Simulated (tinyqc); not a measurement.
Inside a calculation. Method: CCD on RHF in the sto-6g basis, for HF, spin multiplicity 1. One step of it, computed by the program tinyqc.

Task: CCD: starting amplitudes. t_ij^ab = <ij||ab> / (e_i + e_j - e_a - e_b), whose energy is MP2.

orbital energies (hartree): MO1 -26.232634, MO2 -1.503957, MO3 -0.609821, MO4 -0.475972, MO5 -0.475972, MO6 0.675559

Two-electron integrals over orbitals (pq|rs), unique and non-zero (hartree):
```
(11|11) 5.380287    (21|11) -0.510825   (21|21) 0.078550    (22|11) 1.209791
(22|21) -0.019817   (22|22) 0.862545    (31|11) 0.182662    (31|21) -0.025463
(31|22) 0.016024    (31|31) 0.026688    (32|11) -0.148203   (32|21) 0.010366
(32|22) -0.005229   (32|31) 0.020918    (32|32) 0.158845    (33|11) 1.046713
(33|21) -0.012114   (33|22) 0.771129    (33|31) -0.007097   (33|32) -0.060800
(33|33) 0.803044    (41|41) 0.030421    (42|41) 0.038594    (42|42) 0.178421
(43|41) -0.012659   (43|42) -0.045990   (43|43) 0.052553    (44|11) 1.265966
(44|21) -0.013499   (44|22) 0.877133    (44|31) 0.004632    (44|32) -0.075699
(44|33) 0.779125    (44|44) 0.998085    (51|51) 0.030421    (52|51) 0.038594
(52|52) 0.178421    (53|51) -0.012659   (53|52) -0.045990   (53|53) 0.052553
(54|54) 0.053789    (55|11) 1.265966    (55|21) -0.013499   (55|22) 0.877133
(55|31) 0.004632    (55|32) -0.075699   (55|33) 0.779125    (55|44) 0.890506
(55|55) 0.998085    (61|11) 0.197165    (61|21) -0.033340   (61|22) -0.000294
(61|31) -0.006341   (61|32) -0.025634   (61|33) 0.014959    (61|44) 0.004742
(61|55) 0.004742    (61|61) 0.030152    (62|11) -0.280563   (62|21) 0.006493
(62|22) -0.141008   (62|31) -0.020669   (62|32) -0.035835   (62|33) -0.048577
(62|44) -0.139952   (62|55) -0.139952   (62|61) 0.013957    (62|62) 0.100533
(63|11) -0.331279   (63|21) 0.005311    (63|22) -0.144542   (63|31) 0.002699
(63|32) 0.091972    (63|33) -0.131976   (63|44) -0.179617   (63|55) -0.179617
(63|61) -0.006161   (63|62) 0.061009    (63|63) 0.158441    (64|41) -0.011945
(64|42) -0.046000   (64|43) -0.011622   (64|64) 0.032330    (65|51) -0.011945
(65|52) -0.046000   (65|53) -0.011622   (65|65) 0.032330    (66|11) 0.903621
(66|21) -0.008817   (66|22) 0.696057    (66|31) 0.017797    (66|32) 0.077470
(66|33) 0.671142    (66|44) 0.657572    (66|55) 0.657572    (66|61) -0.009990
(66|62) -0.070426   (66|63) -0.009387   (66|66) 0.722806
```

Give: Starting amplitudes; correlation energy.

Result:

Starting amplitudes (spin orbitals 1a, 1b, ...; amplitudes related by a flip of all spins are not repeated):
```
from      to          t
3a 3b  6a 6b    -0.0616
2a 2b  6a 6b    -0.0231
2a 3b  6a 6b    -0.0176
4a 4b  6a 6b    -0.0140
5a 5b  6a 6b    -0.0140
1a 1b  6a 6b    -0.0006
1a 2b  6a 6b  -4.80e-04
1a 3b  6a 6b   2.19e-04
```

correlation energy = -0.015173 hartree
